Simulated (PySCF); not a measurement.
Start geometry of N-methyl-tert-butylamine, `CNC(C)(C)C` from GFN2-xTB (Å):
```
atom  x, y, z in Å
C1     2.026   -0.651   -0.062
N2     0.842   -0.473    0.752
C3    -0.357    0.060    0.106
C4    -0.162    1.473   -0.470
C5    -0.807   -0.893   -1.004
C6    -1.437    0.106    1.194
H7     2.393    0.267   -0.544
H8     2.819   -1.037    0.579
H9     1.826   -1.392   -0.834
H10    1.067    0.114    1.549
H11    0.555    1.465   -1.289
H12   -1.106    1.855   -0.850
H13    0.200    2.152    0.302
H14   -0.826   -1.913   -0.629
H15   -1.805   -0.624   -1.340
H16   -0.139   -0.846   -1.860
H17   -2.388    0.423    0.775
H18   -1.555   -0.880    1.635
H19   -1.157    0.803    1.981
```

Question: What comes out of this run: PySCF, PBE0-D3(BJ)/def2-SVP geometry optimisation, gas phase?

Answer: 
```
atom  x, y, z in Å
C1     1.9953   -0.5869   -0.0249
N2     0.8244   -0.4569    0.8065
C3    -0.4023    0.0585    0.1961
C4    -0.2333    1.4681   -0.3912
C5    -0.8661   -0.9043   -0.8980
C6    -1.4501    0.0956    1.3078
H7     2.3384    0.3444   -0.5242
H8     2.8318   -0.9572    0.5867
H9     1.8291   -1.3365   -0.8138
H10    1.0431    0.1071    1.6244
H11    0.5036    1.4811   -1.2086
H12   -1.1834    1.8477   -0.7980
H13    0.1068    2.1741    0.3839
H14   -0.9195   -1.9291   -0.5014
H15   -1.8619   -0.6169   -1.2672
H16   -0.1836   -0.9039   -1.7613
H17   -2.4228    0.4423    0.9283
H18   -1.5741   -0.9060    1.7448
H19   -1.1415    0.7828    2.1130
```

The energy falls by 1.1 kcal/mol over 4 energy and gradient evaluations, the largest force component goes from 0.0124 to 3.5e-04 Eh/bohr, and the atoms move by 0.041 Å rms after alignment. Among the bonds, C4–H12, C5–H14, C5–H16, C6–H17 and C6–H19 change most and about equally (+0.014 to +0.015 Å). Bonds longer at the end by more than 0.005 Å: 12 of 18; shorter: 2. Rotational constants go from 4381, 2646, 2636 to 4372, 2641, 2632 MHz. The orientation of the end geometry is arbitrary; only internal coordinates are fixed.

The run used 149 basis functions and 28 SCF cycles in all. On Arm Neoverse V2, one thread, no GPU, on a shared host, this took 32 s and 0.83 GiB of memory at its peak.

Stationary, but not proved a minimum.
